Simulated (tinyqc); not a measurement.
Worked calculation: extended Hueckel theory, for LiH+. The parameters take no account of the charge, which enters only through the electron count. Computed by tinyqc, a small Python program that keeps every step (integrals from PySCF). Settings: charge = 1, K = 1.5, multiplicity = 2. Command: `OMP_NUM_THREADS=1 python tinyqc.py 21922 21923 out.jsonl` (the two numbers bound the seeds that draw the settings). One thread of a shared host (Intel(R) Xeon(R) Processor @ 2.60GHz), about 0.01 s of CPU time with the checks.

## Overlaps

Geometry (angstrom):
```
atom       x       y       z
Li    0.0000  0.0000  0.0000
H     0.0000  0.0000  1.6820
```

Parameters chosen for this run:
```
element  shell  Slater exponent  H_ii (eV)
H           1s           1.3000   -13.6000
Li          2s           0.6500    -5.4000
Li          2p           0.6500    -3.5000
```

Slater orbitals, each expanded in six Gaussians scaled to its exponent.

overlap S, order 1Li 2s, 1Li 2px, 1Li 2py, 1Li 2pz, 2H 1s:
```
[[1.0000, 0.0000, 0.0000, 0.0000, 0.3465],
 [0.0000, 1.0000, 0.0000, 0.0000, 0.0000],
 [0.0000, 0.0000, 1.0000, 0.0000, 0.0000],
 [0.0000, 0.0000, 0.0000, 1.0000, 0.4713],
 [0.3465, 0.0000, 0.0000, 0.4713, 1.0000]]
```

## Wolfsberg-Helmholz matrix

diagonal H_ii (eV): [-5.4000, -3.5000, -3.5000, -3.5000, -13.6000]

K = 1.5000

H_ij = K' S_ij (H_ii + H_jj)/2 for i != j (the diagonal keeps H_ii), with K' = 1.5.

H (eV), order 1Li 2s, 1Li 2px, 1Li 2py, 1Li 2pz, 2H 1s:
```
[[-5.4000, 0.0000, 0.0000, 0.0000, -4.9375],
 [0.0000, -3.5000, 0.0000, 0.0000, 0.0000],
 [0.0000, 0.0000, -3.5000, 0.0000, 0.0000],
 [0.0000, 0.0000, 0.0000, -3.5000, -6.0439],
 [-4.9375, 0.0000, 0.0000, -6.0439, -13.6000]]
```

## Orbitals

valence electrons = 1

Solve H C = S C e through S^(-1/2); fill by pairs from the bottom, a degenerate level sharing its electrons equally; each orbital has its largest coefficient positive (the first on a tie).

orbital energies (eV): [-13.6197, -4.8482, -3.5000, -3.5000, 0.5879]

occupations: [1.0000, 0.0000, 0.0000, 0.0000, 0.0000]

coefficients, order 1Li 2s, 1Li 2px, 1Li 2py, 1Li 2pz, 2H 1s:
```
[[0.0268, 0.9092, 0.0000, 0.0000, 0.5960],
 [0.0000, 0.0000, 0.8511, 0.5250, 0.0000],
 [0.0000, 0.0000, -0.5250, 0.8511, 0.0000],
 [-0.0373, -0.4294, 0.0000, 0.0000, 1.0732],
 [1.0073, -0.1540, 0.0000, 0.0000, -0.6941]]
```

sum of one-electron energies = -13.6197 eV

Within a degenerate level the vectors are fixed only up to a rotation; this is one choice.

## Mulliken analysis

P = C n C^T; charge = valence electrons (H 1, Li 1) minus the sum of (P S)_ii on the atom; overlap population = 2 sum P_ij S_ij between two atoms.

charges: [1.0062, -0.0062]

Overlap populations:
```
pair      value
2-1   -0.016705
```
